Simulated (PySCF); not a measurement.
CH₂O₂. Atoms are numbered in the order given.

```xyz
5

O     -0.0900     1.1107     0.0000
C      0.3966    -0.1327     0.0000
O     -0.2622    -1.1287     0.0000
H     -1.0567     1.0414     0.0000
H      1.4952    -0.1014     0.0000
```
Charge 0, spin multiplicity 1.

Geometry: PBE0-D3(BJ)/def2-TZVP. One conformer was computed; it need not be the lowest.

Computed with HF/def2-TZVPD (PySCF).

Mulliken values depend strongly on the basis, most of all with diffuse functions as here. ESP charges are fitted to the potential on shells at 1.4 to 2.0 van der Waals radii. Atomic charges (e):

```
atom  Mulliken  ESP fit
----  --------  -------
O1       -0.46    -0.60
C2        0.45     0.62
O3       -0.55    -0.56
H4        0.36     0.46
H5        0.21     0.09
```
